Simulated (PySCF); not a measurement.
# N₂ from Hartree–Fock to correlated methods

State: ¹Σg⁺ (singlet), closed shell. Set-up: basis N 3-21G; no relativity; PySCF 2.14. De refers to N + N in their high-spin ground configurations, without counterpoise correction.

```csv
Level,Re (Å),ωe (cm⁻¹),De (eV)
RHF,1.083,2612,2.45
RHF-MP2,1.149,1847,7.48
RHF-SCS-MP2,1.142,1932,7.49
RHF-CCSD,1.121,2206,6.83
RHF-CCSD(T),1.127,2138,7.07
PBE,1.127,2168,9.02
r²SCAN,1.120,2236,7.74
r²SCANh,1.114,2285,7.42
B3LYP,1.113,2291,8.21
PBE0,1.111,2317,7.92
M06,1.112,2282,7.56
CAM-B3LYP,1.107,2356,8.08
```

Q: Which functional lies closest to RHF-CCSD(T) in De, which farthest, and by how much do they differ from it?

A: Closest is r²SCANh (-1.3 pm in Re, +6.9 % in ωe, +0.35 eV in De against RHF-CCSD(T) in the same basis), farthest PBE (+0.0 pm in Re, +1.4 % in ωe, +1.95 eV in De). CCSD(T) converges more slowly with the basis than the functionals do and binds too weakly in this one, so the order can change at the basis-set limit.

Q: What does a quarter of exact exchange do here, going from PBE to PBE0?

A: PBE0 less PBE: -1.6 pm in Re, +6.9 % in ωe, -1.10 eV in De. Exact exchange removes part of the self-interaction that spreads semilocal densities, and in most molecules shortens and stiffens the bond and lowers De; so it does here.

Q: What does the step from GGA to meta-GGA do here, going from PBE to r²SCAN?

A: r²SCAN less PBE: -0.7 pm in Re, +3.1 % in ωe, -1.28 eV in De. 

Measured (Huber and Herzberg, Constants of Diatomic Molecules (1979)): Re = 1.097685 Å, ωe = 2358.57 cm⁻¹.

Correlated steps freeze 2 core orbitals. Where the molecule has an RHF reference, its open-shell atoms are computed with UHF. 3-21G is very small, so such numbers show the basis as much as the molecule.
